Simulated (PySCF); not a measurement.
# CH₃O, SMILES `C[O]` (charge 0, multiplicity 2)

All values below come from TPSSh-D3(BJ)/def2-TZVP // PBE0-D3(BJ)/def2-TZVP (PySCF 2.14.0).

```
Property                                          Value
-----------------------------  ------------------------
highest occupied spin orbital                  -6.85 eV
dipole moment                                    2.01 D
total energy                               -115.1064 Ha
cost                           roughly 110 core-seconds
```

Bonded distances (Å): C1–O2 1.355, C1–H3 1.108, C1–H4 1.100, C1–H5 1.100. Bond angles (°): O2–C1–H3 105.3, O2–C1–H4 113.4, O2–C1–H5 113.5, H3–C1–H4 106.2, H3–C1–H5 106.2, H4–C1–H5 111.5.
Charge 0, spin multiplicity 2.
